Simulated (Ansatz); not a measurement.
BSiH3 (SMILES B[SiH]): where methods fail along a bond

BSiH3: 5 atoms, total charge 0, spin state triplet. SMILES: `B[SiH]`. The coordinates come from a GFN2-xTB relaxation.

```tsv
atom	x (Å)	y (Å)	z (Å)
B	-0.2067	-0.7082	0.1267
Si	0.7608	0.8295	-0.3504
H	-1.3037	-0.6208	0.5495
H	0.2636	-1.7797	0.0100
H	0.4860	2.2792	-0.3358
```

The B1–H3 distance is scanned; the parts on either side stay rigid. Basis STO-3G, 6 core orbitals frozen in the correlated methods; program Ansatz 0.2.0. FCI is exact within this basis and core. Energies in eV from each method's value at 1.179 Å; open shells run as named. The shape above is that at 1.179 Å.

```json
{"distance (Å)": "1.179", "UHF": "0.00", "UCAM-B3LYP": "0.00", "UMP2": "0.00", "UCCSD(T)": "0.00", "FCI": "0.00"}
{"distance (Å)": "1.474", "UHF": "1.14", "UCAM-B3LYP": "0.96", "UMP2": "0.95", "UCCSD(T)": "0.83", "FCI": "0.82"}
{"distance (Å)": "1.768", "UHF": "3.05", "UCAM-B3LYP": "2.61", "UMP2": "2.83", "UCCSD(T)": "2.31", "FCI": "2.30"}
{"distance (Å)": "2.358", "UHF": "4.57", "UCAM-B3LYP": "4.94", "UMP2": "4.80", "UCCSD(T)": "4.31", "FCI": "4.25"}
{"distance (Å)": "2.947", "UHF": "4.80", "UCAM-B3LYP": "5.45", "UMP2": "5.07", "UCCSD(T)": "4.54", "FCI": "4.46"}
```

Departure from the FCI curve at its largest: UHF +0.76 eV at 1.77 Å; UCAM-B3LYP +0.99 eV at 2.95 Å; UMP2 +0.60 eV at 2.95 Å; UCCSD(T) +0.08 eV at 2.95 Å. Functionals converge differently with the basis, so for them the departure isn't an error alone.
